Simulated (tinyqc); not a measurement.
UHF in the sto-6g basis, for H2O, spin multiplicity 1, step by step (part 3 of 3). Computed by tinyqc, a small Python program that keeps every step (integrals from PySCF). Command: `OMP_NUM_THREADS=1 python tinyqc.py 24252 24253 out.jsonl` (the two numbers bound the seeds that draw the settings). One thread of a shared host (Intel(R) Xeon(R) Processor @ 2.60GHz), about 0.2 s of CPU time with the checks.

Geometry (angstrom):
```
atom         x          y         z
O     0.000000   0.000000  0.000000
H     0.000000   0.848000  0.647000
H     0.000000  -0.848000  0.647000
```

## Populations, bond orders and dipole

D(alpha) after iteration 25:
```
            1O 1s      1O 2s     1O 2px     1O 2py     1O 2pz      2H 1s      3H 1s
1O 1s    1.052595  -0.227091   0.000000   0.000000   0.048260  -0.007494  -0.007494
1O 2s   -0.227091   1.008847   0.000000   0.000000  -0.287739  -0.028923  -0.028923
1O 2px   0.000000   0.000000   1.000000  -0.000004   0.000000   0.000004  -0.000004
1O 2py   0.000000   0.000000  -0.000004   0.369024   0.000000   0.272582  -0.272582
1O 2pz   0.048260  -0.287739   0.000000   0.000000   0.583827   0.254534   0.254534
2H 1s   -0.007494  -0.028923   0.000004   0.272582   0.254534   0.323096  -0.079594
3H 1s   -0.007494  -0.028923  -0.000004  -0.272582   0.254534  -0.079594   0.323096
```

D(beta) after iteration 25:
```
            1O 1s      1O 2s     1O 2px     1O 2py     1O 2pz      2H 1s      3H 1s
1O 1s    1.052595  -0.227091   0.000000   0.000000   0.048260  -0.007494  -0.007494
1O 2s   -0.227091   1.008847   0.000000   0.000000  -0.287739  -0.028923  -0.028923
1O 2px   0.000000   0.000000   1.000000   0.000004   0.000000  -0.000004   0.000004
1O 2py   0.000000   0.000000   0.000004   0.369024   0.000000   0.272582  -0.272582
1O 2pz   0.048260  -0.287739   0.000000   0.000000   0.583827   0.254534   0.254534
2H 1s   -0.007494  -0.028923  -0.000004   0.272582   0.254534   0.323096  -0.079594
3H 1s   -0.007494  -0.028923   0.000004  -0.272582   0.254534  -0.079594   0.323096
```

overlap S:
```
           1O 1s     1O 2s    1O 2px     1O 2py    1O 2pz     2H 1s      3H 1s
1O 1s   1.000000  0.231145  0.000000   0.000000  0.000000  0.043100   0.043100
1O 2s   0.231145  1.000000  0.000000   0.000000  0.000000  0.408072   0.408072
1O 2px  0.000000  0.000000  1.000000   0.000000  0.000000  0.000000   0.000000
1O 2py  0.000000  0.000000  0.000000   1.000000  0.000000  0.280448  -0.280448
1O 2pz  0.000000  0.000000  0.000000   0.000000  1.000000  0.213974   0.213974
2H 1s   0.043100  0.408072  0.000000   0.280448  0.213974  1.000000   0.192442
3H 1s   0.043100  0.408072  0.000000  -0.280448  0.213974  0.192442   1.000000
```

Mulliken: Z minus the diagonal of D S on the atom; Loewdin: the same with S^(1/2) D S^(1/2); Mayer order: 2 sum_s sum (D(s) S)_ij (D(s) S)_ji over the two atoms.

Charges (e):
```
atom   Mulliken    Loewdin  Mulliken spin
1O    -0.293754  -0.213571              0
2H     0.146877   0.106785              0
3H     0.146877   0.106785              0
```

Mayer bond orders:
```
pair     order
2-1   0.967808
3-1   0.967808
3-2   0.010619
```

dipole moment about the origin, x y z (debye): 0.000000  0.000000  1.613883

<S^2> of the determinant (pure state: 0) = 8.66e-11
